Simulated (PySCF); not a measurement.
# F2S2 (Thio-thionyl fluoride): the cost of one run

The runs use PySCF 2.14.0, with density-fitted response routines of our own; the level of theory stands in each step. All values are computed, except where a source is named. Atoms are numbered from 0 throughout.

## (1) The starting structure

4 atoms, charge 0, multiplicity 1; geometry from: MMFF94s. The atoms were then displaced at random by about 0.03 Å, so the start is not that level's minimum.

Bonds of the start (Å): F0–S1 1.66, S1–F2 1.63, S1–S3 1.99.

## (2) Geometry optimisation at PBE0-D3(BJ)/def2-SVP

Job settings and geometry (Å):

```
{"job": {"xc": "PBE0", "basis": "def2-SVP", "d3": "d3bj", "grid": 1, "shake": 0.03, "kind": "geom"}, "charge": 0, "multiplicity": 1}
F      1.501400    -0.038440    -0.248220
S      0.085170     0.170730     0.587280
F     -0.711120     1.273030    -0.312310
S     -0.792160    -1.495750    -0.057210
```

The run is started by

```bash
$ OMP_NUM_THREADS=1 python probes_run.py task.json out
```

This one command runs all jobs of the session in turn.

**Question.** How long does this first job take on 1 thread of Arm Neoverse N1, shared host, and how much memory does it need?

About 11 s, with a peak of 0.29 GiB.
